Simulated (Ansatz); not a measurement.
in.yaml

```yaml
crystal:
  periodic: [false, false, false]
  atoms:
    - {symbol: Si, position_ang: [0.000000, 0.000000, 0.000000]}
    - {symbol: H, position_ang: [0.000000, 0.000000, 1.942000]}
basis:
  gaussian: {orbitals: def2-mTZVP}
total_charge: -1
magnetization: {spin_polarized: true, initial_magnetization: 0}
hamiltonian: {xc: {name: B3LYP}}
correlation: {method: ccsdt_q, electrons: all}
```

```sh
$ ansatz run in.yaml --threads 1 --pin off --events-out ev --progress --plain --max-ram 2393MiB
```

Q: Roughly how long does this take on 1 thread of Arm Neoverse V1, shared host, and how much host memory?

A: 16 s wall and 0.32 GiB.

```
356 factors; integrals over basis functions are off by at most 1.5e-7 eV
mean field evaluation 1: about -7890.6804 eV, gradient 7.6e0 eV
mean field evaluation 2: about -7890.6795 eV, gradient 7.6e0 eV
mean field evaluation 4: about -7891.1309 eV, gradient 5.5e-1 eV
mean field evaluation 8: about -7891.1340 eV, gradient 2.7e-3 eV
mean field evaluation 16: about -7891.7578 eV, gradient 9.1e-1 eV
mean field evaluation 32: about -7891.8330 eV, gradient 2.4e0 eV
mean field evaluation 64: about -7891.8992 eV, gradient 1.8e-6 eV
mean field -7891.89919886 eV, -290.0219462366 hartree, gradient 1.8e-6 eV, S^2 1.003167; 6 other end points of the search recorded, 0 dependent functions left out
reference -7875.10436115 eV, -289.4047473348 hartree; 8, 8 occupied and 17, 17 virtual orbitals, 356 factors
second order -2.66280886 eV of doubles, -0.17854124 eV of singles
cycle   1  -3.11288207 eV  change   -2.8e-1 eV  update   6.5e-2
cycle   2  -3.37515424 eV  change   -2.6e-1 eV  update   3.7e-2
cycle   3  -3.40977800 eV  change   -3.5e-2 eV  update   2.8e-2
cycle   4  -3.44122473 eV  change   -3.1e-2 eV  update   2.6e-2
cycle   5  -3.50838407 eV  change   -6.7e-2 eV  update   2.5e-2
cycle   6  -3.72556588 eV  change   -2.2e-1 eV  update   2.3e-2
cycle   7  -3.73889181 eV  change   -1.3e-2 eV  update   1.1e-2
cycle   8  -3.85293811 eV  change   -1.1e-1 eV  update   8.9e-3
cycle   9  -3.74565360 eV  change    1.1e-1 eV  update   5.7e-3
cycle  10  -3.80916766 eV  change   -6.4e-2 eV  update   7.4e-3
cycle  11  -3.80980003 eV  change   -6.3e-4 eV  update   7.3e-4
cycle  12  -3.81368493 eV  change   -3.9e-3 eV  update   3.5e-4
cycle  13  -3.81283648 eV  change    8.5e-4 eV  update   1.6e-4
cycle  14  -3.81264452 eV  change    1.9e-4 eV  update   5.6e-5
cycle  15  -3.81241141 eV  change    2.3e-4 eV  update   3.1e-5
cycle  16  -3.81240214 eV  change    9.3e-6 eV  update   4.8e-6
cycle  17  -3.81240918 eV  change   -7.0e-6 eV  update   1.9e-6
cycle  18  -3.81240664 eV  change    2.5e-6 eV  update   6.7e-7
cycle  19  -3.81240728 eV  change   -6.4e-7 eV  update   2.9e-7
perturbative correction -0.03224889 eV, -0.0011851249 hartree
WARN: the results are in doubt because among natural orbitals full CI differs from the method by +0.968 eV
Total energy: -7878.94901732 eV, -289.5460358429 hartree
In doubt: among natural orbitals full CI differs from the method by +0.968 eV
```
